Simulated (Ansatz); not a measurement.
**MgH2 (triplet): wave-function methods side by side, cc-pVQZ**

How much of the correlation energy of MgH2 (triplet) does each wave-function method recover here?

The runs use Ansatz 0.2.0, Gaussian basis; cc-pVQZ, core rule «outside noble gas», up to 5 orbitals frozen.

To be run: UHF; CCSD(T) on ROHF; CCSD(T) on UHF; BCCD(T) on ROHF; CCSDT(Q) on ROHF; CCSDT(Q) on UHF; Full CI; Full CI, several states.

15 further runs of the same task are left out: 9 for a known fault of the program, 6 set aside as unsound or not needed.

## Step 1: The system

The geometry is a PBE0/def2-TZVP stationary point (not a proven minimum).

3 atoms, charge 0, spin multiplicity 3.

Atoms are counted from 1 here; the program's logs count them from 0.

Bond lengths: Mg1–H2 1.997 Å, Mg1–H3 1.997 Å, H2–H3 0.821 Å. Angles: H2–Mg1–H3 23.7°, Mg1–H2–H3 78.1°, Mg1–H3–H2 78.1°.

## Step 2: UHF

in.yaml

```yaml
crystal:
  periodic: [false, false, false]
  atoms:
    - {symbol: Mg, position_ang: [0.000000, 0.000000, -0.149686]}
    - {symbol: H, position_ang: [0.000000, 0.410416, 1.804730]}
    - {symbol: H, position_ang: [0.000000, -0.410416, 1.804730]}
basis:
  gaussian: {orbitals: cc-pVQZ}
magnetization: {spin_polarized: true, initial_magnetization: 2}
hamiltonian: {xc: hf}
output: {orbitals: {seedname: orbitals}}
```

Launch:

```
ansatz run in.yaml --threads 1 --pin off --events-out ev --progress --plain --max-ram 4096MiB --backend cpu
```

The runs that follow: CCSD(T) on ROHF; CCSD(T) on UHF; BCCD(T) on ROHF; CCSDT(Q) on ROHF; CCSDT(Q) on UHF; Full CI; Full CI, several states.

**Question.** What will the summary of the whole plan be? Wanted: FCI below the RHF energy; RMP2 from FCI; UMP2 from FCI; RCCSD from FCI; RCCSD(T) from FCI; UCCSD(T) from FCI; RCCSDT(Q) from FCI; UCCSDT(Q) from FCI; T1 diagnostic.

**Answer**, as computed:

```
                         quantity                                                                            value
         FCI below the RHF energy                                                                       -1.5151 eV
                    RMP2 from FCI                                                                   +7.58 kcal/mol
                    UMP2 from FCI                                                                   +7.51 kcal/mol
                   RCCSD from FCI                                                                   +0.64 kcal/mol
                RCCSD(T) from FCI                                                                   +0.15 kcal/mol
                UCCSD(T) from FCI                                                                   +0.11 kcal/mol
               RCCSDT(Q) from FCI                                                                    0.00 kcal/mol
               UCCSDT(Q) from FCI                                                                   -0.03 kcal/mol
levels within 1 kcal/mol (43 meV)  RCCSD, UCCSD, RCCSD(T), UCCSD(T), BCCD(T), RCCSDT, UCCSDT, RCCSDT(Q), UCCSDT(Q)
                    T1 diagnostic                                                                            0.024
   effectively unpaired electrons                                                                             2.01
```

What this shows: RCCSD(T) lands +0.15 kcal/mol from the yardstick (0.4 % of the correlation energy). One determinant dominates. The next state among those solved, a triplet, lies 0.47 eV up. These misses are within one basis, not against nature; the frozen cores of restricted and unrestricted runs differ, which can shift their rows.
